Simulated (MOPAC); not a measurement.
MOPAC input (PM7):

```
PM7 PRECISE GNORM=0.05 LET XYZ UHF MS=0.5 GEO-OK AUX(PRECISION=9) THREADS=1
C2H5O

C     1.18117604 1   -0.36779598 1    0.01854416 1
C    -0.00115998 1    0.51798809 1   -0.05691682 1
O    -1.20555268 1   -0.12470547 1    0.10015001 1
H    -1.92525557 1    0.50464161 1   -0.01377086 1
H    -0.00116302 1    1.40815434 1   -0.67836497 1
H     2.09806429 1    0.22204659 1   -0.00681776 1
H     1.17235960 1   -0.95240933 1    0.94267001 1
H     1.22031985 1   -1.08594199 1   -0.81468055 1
```

Question: What heat of formation does the run end on?

Answer: -32.52 kcal/mol.
